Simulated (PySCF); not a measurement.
Species: CH₅NSi.
InChI=1S/CH5NSi/c2-1-3/h1-2H,3H3/b2-1+

Computed with EOM-EE-CCSD/aug-cc-pVDZ in PySCF, restricted Hartree–Fock reference, frozen core, non-relativistic, gas phase, PBE0-D3(BJ)/def2-SVP geometry.

**Question.** What does EOM-EE-CCSD give for the lowest vertical excitations?

**Answer.** 
| state | E (eV) | Eh | main singles (HF orbitals, share of the singles part) |
| --- | --- | --- | --- |
| singlet 1 | 4.81 | 0.1766 | HOMO→LUMO+8 63 %, HOMO→LUMO+9 20 % |
| singlet 2 | 6.41 | 0.2355 | HOMO→LUMO 54 %, HOMO→LUMO+1 18 %, HOMO→LUMO+10 10 % |
| singlet 3 | 7.34 | 0.2697 | HOMO→LUMO+2 54 % |
| singlet 4 | 7.63 | 0.2805 | HOMO→LUMO+4 46 %, HOMO→LUMO+1 18 %, HOMO→LUMO+2 11 % |
| triplet 1 | 4.10 | 0.1508 | HOMO→LUMO+8 60 %, HOMO→LUMO+9 19 % |
| triplet 2 | 5.05 | 0.1855 | HOMO-1→LUMO+8 52 %, HOMO-1→LUMO+9 18 % |

**Question.** What is the vertical gap between the lowest excited singlet and the lowest triplet?

**Answer.** 4.81 − 4.10 = 0.71 eV (69 kJ/mol). Both are led by HOMO→LUMO+8.

The first EOM-IP-CCSD ionisation energy is 9.85 eV, 2.22 eV above the highest singlet listed and 5.04 eV above the lowest.

T1 diagnostic 0.013. EOM-CCSD puts states of mainly double-excitation character too high. An iterative search for so few roots can pass over a low state.

The run took 3.9 min wall on one thread of an x86-64 server, no GPU (shared host).
